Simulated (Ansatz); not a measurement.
Reaction (SMILES): [PH2] (PH2) → [PH2-] (an electron is taken up)
B3LYP-D3(BJ)/def2-TZVP geometries, fixed; electronic energies without zero-point terms; positive where energy is released.
Largest species:
```xyz
3

P      0.0052    -0.0015     0.1165
H     -0.0501     1.0329    -0.8596
H     -0.0274    -1.0099    -0.8876
```
Charge 0, spin multiplicity 2.

The adiabatic electron affinity at MP2 with Ansatz (a program for electronic structure), in eV, split into its Hartree-Fock and correlation parts. Cores are frozen. Open shells are unrestricted. No added dispersion term, no relativity. Functions are those of the species that has most.

| basis | X | functions | Hartree-Fock | MP2 |
|---|---|---|---|---|
| aug-cc-pV(D+d)Z | 2 | 50 | 0.058 | 1.050 |
| aug-cc-pV(T+d)Z | 3 | 101 | 0.044 | 1.189 |
| aug-cc-pV(Q+d)Z | 4 | 181 | 0.043 | 1.243 |

Worked estimate of the basis-set limit from each neighbouring pair, with Hartree-Fock from the larger set and the correlation part extrapolated as X^-3.
Correlation parts: X = 2: 0.992, X = 3: 1.145, X = 4: 1.200.
- (2,3): (27·(1.145) - 8·(0.992))/19 = 1.209; with Hartree-Fock 0.044 the estimate is 1.253 eV.
- (3,4): (64·(1.200) - 27·(1.145))/37 = 1.240; with Hartree-Fock 0.043 the estimate is 1.283 eV.
The last two estimates differ by 0.030 eV; the largest set lies 0.040 from the last. Over the last step Hartree-Fock moves by -0.001 and the correlation part by 0.055.
